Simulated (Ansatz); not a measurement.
```xyz
16

C    -2.577   -0.072    0.485
C    -1.397   -0.038    0.263
C     0.040    0.001   -0.008
C     0.617   -1.411    0.134
C     0.715    0.941    0.997
C     0.270    0.515   -1.433
H    -3.622   -0.101    0.682
H     1.692   -1.394   -0.066
H     0.145   -2.097   -0.571
H     0.459   -1.796    1.143
H     0.314    1.952    0.914
H     1.791    0.978    0.804
H     0.559    0.594    2.020
H    -0.139    1.519   -1.555
H     1.342    0.548   -1.646
H    -0.208   -0.140   -2.164
```

Total charge 0; spin multiplicity 1.

**Question.** List the PBE0/def2-TZVPP orbital energies in eV (the Gaussian-basis code of Ansatz). (Best estimate.)

**Answer.** Computed: Occupied: -279.21, -278.11, -277.98, -277.98, -277.98, -277.81, -23.53, -20.57, -19.42, -19.42, -16.90, -14.45, -13.42, -12.55, -12.55, -11.15, -11.15, -10.37, -10.21, -9.71, -9.71, -7.65, -7.65. Lowest empty: 1.08, 1.35, 1.35, 2.18, 2.57, 2.78, 2.78, 3.03.
